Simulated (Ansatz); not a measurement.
Species: Si$_{2}$H$_{5}$, charge 0, multiplicity 2. It need not be the lowest isomer of its formula. SMILES: [SiH3][SiH2]
Geometry: optimised at B3LYP-D3(BJ)/def2-TZVP (Ansatz, a program for electronic structure).

Computed values are from Ansatz. Correlated levels leave the core frozen unless marked. UHF or UKS for open shells. No spin-orbit coupling. Non-relativistic. CBS marks a two-point X^-3 extrapolation of the correlation energy; Hartree-Fock from the larger set. [CCSD(T)-MP2]/basis is that difference in the basis named.

Problem. What is the dipole moment at CCSD(T)/aug-cc-pV(D+d)Z?

Solution. 0.06 D.

Problem. What is the T1 diagnostic at CCSD/def2-TZVPPD?

Solution. 0.015.

Problem. What is the total energy at RI-MP2/CBS(def2-TZVPPD,def2-QZVPPD)+[CCSD(T)-MP2]/def2-TZVPPD?

Solution. -581.0907 Eh.

Problem. What is the atomisation energy De at RI-MP2/CBS(def2-TZVPPD,def2-QZVPPD)+[CCSD(T)-MP2]/def2-TZVPPD?

Solution. 1852.0 kJ/mol.
